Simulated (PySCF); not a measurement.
## XPS shifts beside NMR shieldings

Species: C4H6NS (charge +1).
Numbering: `[CH3:1][n+:2]1[cH:3][cH:4][s:5][cH:6]1`

Binding energies: delta-SCF UKS SCAN, pcX-2 on the ionised atom, pcseg-1 elsewhere, spin-free X2C in PySCF. Shieldings: GIAO HF/pcSseg-2, non-relativistic, same geometry.

```json
{"atom": "C1", "C 1s (eV)": "297.25"}
{"atom": "C3", "C 1s (eV)": "297.09"}
{"atom": "C4", "C 1s (eV)": "296.59"}
{"atom": "C6", "C 1s (eV)": "297.73"}
```

Problem. What are the absolute isotropic shieldings of these atoms?

Solution. 
```
atom                          environment  C 1s (eV)  isotropic shielding (ppm)
  C4    aromatic CH next to a ring sulfur     296.59                       52.6
  C3  aromatic CH next to a ring nitrogen     297.09                       46.4
  C1                      N-methyl carbon     297.25                      149.8
  C6  aromatic CH next to a ring nitrogen     297.73                        6.8
```

Problem. Among the listed atoms, is the one with the highest binding energy also the least shielded?

Solution. Yes: C6 has both (297.73 eV, 6.8 ppm).

By binding energy: C4 < C3 < C1 < C6. By shielding: C6 < C3 < C4 < C1.

The species carries charge +1, so core ionisation leaves charge +2. Geometry: PBE0-D3(BJ)/def2-SVP; no solvent, vibrations or thermal averaging.
